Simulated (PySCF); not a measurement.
Gas-phase reaction: SiF₂ + 4 SiCl₃ + 3 ClF → 5 SiCl₃F

Energies from PySCF (xtb for GFN2), thermal terms from the rigid-rotor harmonic-oscillator model, ideal gas at 1 bar. † marks an energy on the PBE0/def2-TZVP geometry and frequencies; other levels use their own. MP2 freezes the core. Open shells (unrestricted): SiCl₃ (multiplicity 2); the rest are closed-shell singlets. GFN2 has no spin-polarisation term. MP2 isn't extrapolated to the basis-set limit; its ΔH°(298 K) is -2416.6 kJ in def2-SVP and -2472.7 kJ in def2-TZVPP. The harmonic model lacks anharmonicity and excited electronic states, which grow with temperature; levels with a mode under 35 cm⁻¹ are left out.

| level | ΔE electronic, kJ | ΔH°(298 K), kJ | ΔS°(298 K), J/K | ΔG°(1600 K), kJ |
|---|---|---|---|---|
| BLYP/def2-TZVP† | -2125 | -2102 | -532 | -1283 |
| GFN2-xTB | -1898 | -1877 | -505 | -1105 |
| M06-2X/def2-TZVP† | -2374 | -2351 | -532 | -1532 |
| MP2/def2-SVP† | -2440 | -2417 | -532 | -1598 |
| MP2/def2-TZVPP† | -2496 | -2473 | -532 | -1654 |
| PBE/def2-SVP | -2209 | -2185 | -531 | -1367 |
| PBE0/def2-QZVP† | -2303 | -2280 | -532 | -1461 |
| PBE0/def2-SVP† | -2315 | -2291 | -532 | -1473 |
| PBE0/def2-TZVP | -2311 | -2287 | -532 | -1469 |
| LDA/def2-TZVP† | -2370 | -2346 | -532 | -1528 |
ΔH° is lowest at MP2/def2-TZVPP† and highest at GFN2-xTB. No reference value is set beside these.
